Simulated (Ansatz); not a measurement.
Relaxation of BH5S (7 atoms, charge 0, multiplicity 1), to a largest force component of 0.03 eV/Å in at most 50 steps.

Level of theory: RKS BLYP/def2-SVP in Ansatz 0.2.0.

```xyz
7
Properties=species:S:1:pos:R:3:forces:R:3
B 0.040 0.295 0.000 0.06 -0.32 -0.24
H -0.068 0.350 1.195 -0.03 0.24 0.28
H 1.121 0.466 -0.515 -0.02 0.04 0.01
H -0.955 0.128 -0.669 0.00 0.04 -0.03
S 0.335 -2.667 0.801 -0.18 0.52 0.08
H -0.914 -2.907 0.307 0.02 -0.01 0.00
H -0.094 -1.504 1.424 0.15 -0.50 -0.09
```

Q: Where does it end, and by what steps?

A: The run converged. The force dipped under the threshold on the way, but the program's further checks kept it going. After 18 steps the energy has fallen by 0.500 eV; H7 moved furthest, 0.87 Å. Joined: B1–S5 (3.08 → 2.06 Å).

| step | energy less start (eV) | largest force component (eV/Å) | accepted |
| --- | --- | --- | --- |
| 0 | 0.0000 | 0.515 | yes |
| 1 | -0.0293 | 0.715 | yes |
| 2 | -0.1112 | 0.872 | yes |
| 3 | -0.1933 | 1.205 | yes |
| 4 | -0.3077 | 1.183 | yes |
| 5 | -0.3636 | 1.111 | yes |
| 6 | -0.4147 | 0.123 | yes |
| 7 | -0.4236 | 0.023 | yes |
| 8 | -0.4241 | 0.016 | yes |
| 9 | -0.4273 | 0.134 | yes |
| 10 | -0.4127 | 0.963 | no |
| 11 | -0.4402 | 0.121 | yes |
| 12 | -0.4535 | 0.300 | yes |
| 13 | -0.4668 | 0.619 | yes |
| 14 | -0.4836 | 0.271 | yes |
| 15 | -0.4926 | 0.302 | yes |
| 16 | -0.4936 | 0.164 | yes |
| 17 | -0.4992 | 0.032 | yes |
| 18 | -0.4997 | 0.014 | yes |

```xyz
7
Properties=species:S:1:pos:R:3
B 0.032 0.016 0.071
H 0.347 0.691 1.040
H 0.866 -0.012 -0.821
H -1.137 0.054 -0.269
S 0.327 -1.867 0.865
H -0.240 -2.698 -0.062
H -0.732 -2.021 1.718
```

Time of the run: 18 s on 1 thread of Arm Neoverse V2, with other jobs on the host, peak memory 0.1 GiB.
